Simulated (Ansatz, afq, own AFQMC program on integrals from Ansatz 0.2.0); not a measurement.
# Al⁻, triplet in aug-cc-pVDZ, levels against full CI

A free Al anion.

Basis aug-cc-pVDZ. Noble-gas cores (and the filled d shells of Ga–Kr and In–Xe) are frozen. Integrals, coupled cluster, full CI and functionals: Ansatz 0.2.0; the random walks run on the same integrals in our own AFQMC program. ph-AFQMC/CISD is guided by a CISD state made of CCSD amplitudes; releasing the constraint for a short imaginary time cuts its bias at the price of noise, slowly where states lie close. ± is one standard error of the sampling.

Determinant: UHF, the one that the program's search chose, which needn't be the lowest solution.

Full CI on the same integrals is exact in this basis and with this determinant's frozen core.

The T1 diagnostic is 0.0156 and the weight of the determinant in the CISD state is 0.912. The ⟨S²⟩ of the determinant is 2.017 and the size of the correlated space is 4 electrons in 22 orbitals.

(1) Estimate: order these by the size of their error in total energy against full CI, smallest first.
A. CCSD(T)
B. phaseless AFQMC with the Hartree–Fock trial
C. AFQMC with the constraint released
D. MP2

(1) C (4.0 ± 1.0 meV), A (24.7 meV), B (77.0 ± 16.0 meV), D (552.7 meV).

Reference: full CI, correlation energy -1.689 eV. The released energy is read at 2.40 1/Eh (meV from the phaseless value at times in 1/Eh: -1.5 ± 1.8 at 0.24, -2.5 ± 1.3 at 0.51, -4.5 ± 1.2 at 0.99, -6.1 ± 0.9 at 1.62, -8.3 ± 1.0 at 2.40).

A walk keeps the symmetry of its determinant, which the program's search chose and which needn't be the lowest solution, so a lower state of the same spin and another symmetry isn't excluded. Released energies are given only where the last usable release times agree within the noise; a slower fall can still hide under it.
